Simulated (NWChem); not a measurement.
# SiF2 (SMILES F[Si]F) at B1B95/pc-1 (esp resp)

What is the vertical ionisation energy of SiF2 at B1B95/pc-1 (esp resp)? 

Program for the calculation: NWChem 7.3.0.

1 further run of the same task is left out (set aside as unsound or not needed).

## Step 1: The molecule

SiF2: 3 atoms, total charge 0, spin state singlet. As SMILES, `F[Si]F`. Geometry: relaxed at PBE0-D4/def2-TZVP.

Bond lengths: F1–Si2 1.602 Å, Si2–F3 1.602 Å. Angles: F1–Si2–F3 100.6°.

## Step 2: The energy at B1B95/pc-1 (esp resp)

Contents of f2si.nw:

```
start f2si
title "F2Si"
memory 2200 mb
charge 0

geometry noautoz
 F        0.166300       1.246800       0.229400
 Si      -0.594900      -0.046400      -0.330100
 F        0.428600      -1.200400       0.100700
end

basis spherical bse
 * library pc-1
end

dft
 xc b1b95
 grid xfine
 direct
 mulliken
 print low
end

esp
 restrain
 recalculate
end

task dft energy
task esp
```

Run with:

```bash
$ nwchem f2si.nw > f2si.out
```

Standard output:

```text
[...]
 Group name             C2v
[...]
 d= 0,ls=0.0,diis     1   -489.1382634385 -5.90D+02  2.30D-02  6.73D-01     0.5
[...]
 d= 0,ls=0.0,diis     6   -489.2113141046 -8.91D-08  2.23D-06  1.09D-08     2.0
         Total DFT energy =     -489.211314104558
      One electron energy =     -880.513177072138
           Coulomb energy =      332.540830890642
    Exchange-Corr. energy =      -41.897388819453
 Nuclear repulsion energy =      100.658420896391
[...]
      Total Density - Mulliken Population Analysis
     ---------------------------------------------
    Atom       Charge   Shell Charges
 -----------   ------   -------------------------------------------------------
    1 F    9     9.42   2.00  0.83  1.10  3.44  2.04  0.01
    2 Si  14    13.16   2.00  2.01  0.85  0.93  5.98  0.89  0.26  0.25
    3 F    9     9.42   2.00  0.83  1.10  3.44  2.04  0.01
[...]
 Dipole moment                                  0.671468    0.669641    0.669641
 Quadrupole moment Qxx                         -3.767440   -3.757192   -3.757192
                   Qyy                          1.883720    1.878596    1.878596
                   Qzz                          1.883720    1.878596    1.878596
[...]
```

Wall time 3 s (1 thread of AMD EPYC 7B13 (Zen 3), shared host); peak memory 0.11 GiB.

## Step 3: The doublet cation, same level

Contents of geom.nw:

```
start geom
title "F2Si B1B95"
memory total 2200 mb
charge 1
geometry units angstroms noautosym nocenter noautoz
F     0.166300    1.246800    0.229400
Si   -0.594900   -0.046400   -0.330100
F     0.428600   -1.200400    0.100700
end
basis spherical bse
* library pc-1
end
dft
xc b1b95
mult 2
grid xfine
direct
iterations 150
mulliken
print medium
end
esp
restrain
recalculate
end
task dft
task esp
```

Run with:

```bash
$ nwchem geom.nw > geom.out
```

Standard output:

```text
[...]
          Wavefunction type:  spin polarized.
          No. of atoms     :     3
          No. of electrons :    31
[...]
          Charge           :     1
          Spin multiplicity:     2
[...]
          AO basis - number of functions:    46
[...]
              XC Information
              --------------
                        B1B95 Method XC Functional
                     Hartree-Fock (Exact) Exchange  0.280
                    Becke 1988 Exchange Functional  0.720
                         B95 Correlation Potential  1.000
[...]
 d= 0,ls=0.0,diis     1   -488.5522741530 -5.89D+02  2.23D-02  6.89D-01     1.4
[...]
 d= 0,ls=0.0,diis     7   -488.8054412341 -3.19D-07  4.09D-06  2.35D-08     7.4
[...]
         Total DFT energy =     -488.805441234145
      One electron energy =     -870.251414835013
           Coulomb energy =      322.329863069344
    Exchange-Corr. energy =      -41.542310364636
 Nuclear repulsion energy =      100.658420896160
[...]
      Total Density - Mulliken Population Analysis
     ---------------------------------------------
    Atom       Charge   Shell Charges
 -----------   ------   -------------------------------------------------------
    1 F    9     9.26   2.00  0.85  1.10  3.40  1.91  0.01
    2 Si  14    12.47   2.00  2.00  0.82  0.35  5.98  0.92  0.14  0.26
    3 F    9     9.26   2.00  0.85  1.10  3.40  1.91  0.01
[...]
      <S2> =      0.7523 (Exact =     0.7500)
[...]
 Dipole moment                                  1.220702    1.218270    1.218270
 Quadrupole moment Qxx                          1.293912    1.291456    1.291456
                   Qyy                         -3.677677   -3.669433   -3.669433
                   Qzz                          2.383765    2.377976    2.377976
[...]
```

Wall time 8.7 s (1 thread of AMD EPYC 7B13 (Zen 3), shared host); peak memory 0.11 GiB.

## Step 4: Results

Level: B1B95/pc-1 (esp resp).

| quantity | value |
| --- | --- |
| singlet SiF2: total energy | -489.21131 Eh |
| doublet cation: total energy | -488.80544 Eh |
| doublet cation: HOMO energy (highest over α and β) | -17.92 eV |
| doublet cation: LUMO energy (lowest over α and β) | -13.67 eV |
| doublet cation: ⟨S²⟩ | 0.752 |
| vertical ionisation energy (to the doublet cation) | 11.044 eV |

In words: Removing an electron at fixed nuclei costs 11.04 eV (255 kcal/mol). Mulliken charges (singlet SiF2) run from -0.42 on F1 to +0.84 on Si2.
